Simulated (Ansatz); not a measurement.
# C3H6S: how energies converge with the basis set

An exercise on one series of results from a longer session: the logs are not shown, and one member is left open.

The runs use Ansatz 0.2.0, Gaussian basis; one geometry, several basis sets.

Levels to be run: PBE0-D4/def2-SVP; ωB97M-V/def2-SVP; PBE0-D4/def2-QZVPP; ωB97M-V/def2-QZVPP; the functionals' def2-TZVPP values are taken from earlier runs.

## The geometry

All runs share one geometry, relaxed beforehand with PBE0-D4 in a triple-zeta def2 set.

10 atoms, charge 0, spin multiplicity 1.

Atoms are counted from 1 here; the program's logs count them from 0.

Bond lengths: C1–C2 1.328 Å, C1–H5 1.083 Å, C1–H6 1.084 Å, C2–S3 1.743 Å, C2–H7 1.087 Å, S3–C4 1.798 Å, C4–H8 1.090 Å, C4–H9 1.090 Å, C4–H10 1.091 Å. Angles: C2–C1–H5 120.4°, C2–C1–H6 122.0°, H5–C1–H6 117.6°, C1–C2–S3 124.2°, C1–C2–H7 120.7°, S3–C2–H7 115.0°, C2–S3–C4 100.4°, S3–C4–H8 111.4°, S3–C4–H9 106.7°, S3–C4–H10 110.9°, H8–C4–H9 109.0°, H8–C4–H10 110.1°, H9–C4–H10 108.6°.

Set-up of the first run:

in.yaml reads:

```yaml
crystal:
  periodic: [false, false, false]
  atoms:
    - {symbol: C, position_ang: [-0.656469, 1.908447, -0.637407]}
    - {symbol: C, position_ang: [-0.509793, 0.669114, -0.182340]}
    - {symbol: S, position_ang: [0.790799, 0.154521, 0.857566]}
    - {symbol: C, position_ang: [0.782228, -1.615071, 0.538894]}
    - {symbol: H, position_ang: [-1.530958, 2.179920, -1.215625]}
    - {symbol: H, position_ang: [0.073879, 2.684224, -0.437924]}
    - {symbol: H, position_ang: [-1.252052, -0.094490, -0.401474]}
    - {symbol: H, position_ang: [1.073670, -1.835775, -0.488064]}
    - {symbol: H, position_ang: [1.510463, -2.058908, 1.217850]}
    - {symbol: H, position_ang: [-0.198568, -2.043283, 0.751326]}
basis:
  gaussian: {orbitals: def2-SVP}
hamiltonian: {xc: pbe0, dispersion: d4}
output: {orbitals: {seedname: orbitals}}
```

Steps of the session up to this table: PBE0-D4 in def2-SVP; ωB97M-V in def2-SVP; PBE0-D4 in def2-QZVPP; ωB97M-V in def2-QZVPP.

One of the session's tables, all rows but one given; the rest of the session is left out.

It belongs to the step «Density functionals: the series». 

| functional | basis | HOMO (eV) | LUMO (eV) |
| --- | --- | --- | --- |
| PBE0-D4 | def2-SVP | -6.06 | 0.28 |
| PBE0-D4 | def2-TZVPP | -6.15 | -0.01 |
| PBE0-D4 | def2-QZVPP | -6.18 | -0.11 |
| ωB97M-V | def2-SVP | -8.16 | 2.46 |
| ωB97M-V | def2-TZVPP | -8.27 | 2.03 |
| ωB97M-V | def2-QZVPP | ? | ? |

**Question.** Estimate the row for ωB97M-V, def2-QZVPP.

The run gave: HOMO (eV): -8.30; LUMO (eV): 1.75. In the column «HOMO (eV)» it is the lowest.
